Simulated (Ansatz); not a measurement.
**AlH3Cl (doublet): the correlation ladder at distance Al1–H4 along a hydrogen transfer = 1.940 Å, cc-pVDZ**

The task here is to estimate one member of a computed series from the others.

The runs use Ansatz 0.2.0, Gaussian basis; cc-pVDZ, core rule «outside noble gas», up to 10 orbitals frozen.

To be run: UHF; CCSD(T) on ROHF; CCSD(T) on UHF; BCCD(T) on ROHF; CISD; CCSDT(Q) on ROHF; CCSDT(Q) on UHF; CASSCF and MRCISD+Q, 3 electrons in 3 orbitals; CASSCF and NEVPT2, 3 electrons in 3 orbitals.

13 further runs of the same task are left out: 9 for a known fault of the program, 1 for a mislabelled method, 1 that didn't finish, 2 set aside as unsound or not needed.

## The system

The geometry derives from fragments relaxed apart (PBE0/def2-TZVP) and kept rigid, so it is no stationary point. A hydrogen atom is moved between rigid fragments.

5 atoms, charge 0, spin multiplicity 2.

Atoms are counted from 1 here; the program's logs count them from 0.

Bond lengths: Al1–H2 1.586 Å, Al1–H3 1.586 Å, Al1–H4 1.940 Å. Angles: H2–Al1–H3 120.0°, H2–Al1–H4 120.0°, H3–Al1–H4 120.0°.

Set-up of the first run:

in.yaml reads:

```yaml
crystal:
  periodic: [false, false, false]
  atoms:
    - {symbol: Al, position_ang: [-2.043537, 0.000000, 0.000000]}
    - {symbol: H, position_ang: [-2.836461, 1.373384, 0.000000]}
    - {symbol: H, position_ang: [-2.836461, -1.373384, 0.000000]}
    - {symbol: H, position_ang: [-0.103537, 0.000000, 0.000000]}
    - {symbol: Cl, position_ang: [1.719463, 0.000000, 0.000000]}
basis:
  gaussian: {orbitals: cc-pVDZ}
magnetization: {spin_polarized: true, initial_magnetization: 1}
hamiltonian: {xc: hf}
output: {orbitals: {seedname: orbitals}}
```

Run with:

```
> ansatz run in.yaml --threads 1 --pin off --events-out ev --progress --plain --max-ram 2393MiB
```

Among the steps run: UHF; CCSD(T) on ROHF; CCSD(T) on UHF; BCCD(T) on ROHF; CISD; CCSDT(Q) on ROHF; CCSDT(Q) on UHF; CASSCF and MRCISD+Q, 3 electrons in 3 orbitals; CASSCF and NEVPT2, 3 electrons in 3 orbitals.

One of the session's tables, all rows but one given; the rest of the session is left out.

```
       method  from UCCSDT(Q) (kJ/mol)
         ROHF                   +667.6
          UHF                   +645.6
         RMP2                   +112.2
         UMP2                        ?
         CISD                    +69.8
        RCCSD                    +14.2
        UCCSD                    +13.7
     RCCSD(T)                     +3.2
     UCCSD(T)                     +3.3
      BCCD(T)                     +3.2
       RCCSDT                     +1.0
       UCCSDT                     +0.9
    RCCSDT(Q)                      0.0
    UCCSDT(Q)                        0
  CASSCF pair                   +610.5
  NEVPT2 pair                   +105.2
  MRCISD pair                    +58.0
MRCISD+Q pair                     +4.3
```

Q: Estimate the row for UMP2 from the others.

The run gave: from UCCSDT(Q) (kJ/mol): +117.5. In the column «from UCCSDT(Q) (kJ/mol)» it lies between RMP2 (+112.2) and CASSCF pair (+610.5).

Limits of these values: Restricted and unrestricted rows rest on different reference determinants; where their highest levels disagree by more than a few hundredths of an eV, they describe different states and don't form one ladder.
